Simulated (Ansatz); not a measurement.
```xyz
12

C    -0.205   -1.202    2.048
C    -0.118   -0.400    1.027
C    -0.022    0.388   -0.008
O    -0.516    1.667   -0.066
C     0.651    0.020   -1.293
O    -0.217    0.123   -2.397
H     0.570   -1.243    2.810
H    -1.055   -1.867    2.180
H    -1.009    1.851    0.739
H     1.529    0.671   -1.422
H     0.995   -1.012   -1.242
H    -0.604    1.004   -2.377
```

Total charge 0; spin multiplicity 1.

(1) List the B3LYP/def2-TZVPP orbital energies in eV (the Gaussian-basis code of Ansatz). (Best estimate.)

Results:

(1) The calculation gave: Occupied: -521.60, -520.51, -278.72, -278.33, -277.33, -277.10, -29.28, -27.98, -21.81, -20.14, -17.89, -16.44, -14.04, -13.49, -12.93, -12.30, -11.83, -11.23, -10.71, -9.49, -8.24, -7.48, -6.55. Lowest empty: -0.58, 0.38, 0.78, 1.67, 1.89, 2.26, 2.91, 3.37.

B3LYP here is the variant with VWN-RPA as its local correlation; programs differ in this.
